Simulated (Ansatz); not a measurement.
This geometry of BH₆NO (9 atoms, charge 0, multiplicity 1) is a first-order saddle point.

Computed with RKS PBE/def2-SVP in Ansatz.

```xyz
9
Properties=species:S:1:pos:R:3
B 0.176 0.342 0.197
O -0.293 -0.219 1.664
H -1.200 -0.573 1.601
H 1.315 -0.041 -0.019
H -0.684 0.067 -0.634
N 0.085 1.821 0.707
H 0.967 2.333 0.809
H -0.604 2.427 0.251
H -0.323 0.947 1.727
```

Q: Which two structures does it join? (They come from a converged band through this point; their orientation in space is the band's.)

A: Bonds broken: B1–O2, N6–H9. Bonds formed: O2–H9. BH6NO becomes BH4N + H2O.

Image 0:

```xyz
9
Properties=species:S:1:pos:R:3
B 0.056 0.136 0.377
O -0.496 -0.532 1.519
H -1.426 -0.756 1.363
H 1.256 -0.111 0.193
H -0.629 0.156 -0.659
N 0.147 1.788 0.798
H 0.643 2.336 0.079
H -0.780 2.215 0.948
H 0.669 1.872 1.683
```

Image 8:

```xyz
9
Properties=species:S:1:pos:R:3
B 0.251 0.617 -0.228
O -0.361 -0.403 2.324
H -1.212 -0.658 1.921
H 1.329 0.065 -0.280
H -0.764 0.112 -0.673
N 0.171 1.921 0.293
H 0.988 2.439 0.621
H -0.683 2.480 0.285
H -0.279 0.530 2.040
```

Q: How far does it lie above each of them?

A: 0.78 eV above the first and 0.22 eV above the second. This is the barrier of this one path; another mechanism may lie lower. The orbitals stay closed-shell, which can raise the energy where a bond breaks towards radicals; this wasn't checked here.

The run took 2.6 min on 1 thread of Arm Neoverse V1, with other jobs on the host, peak memory 0.12 GiB.
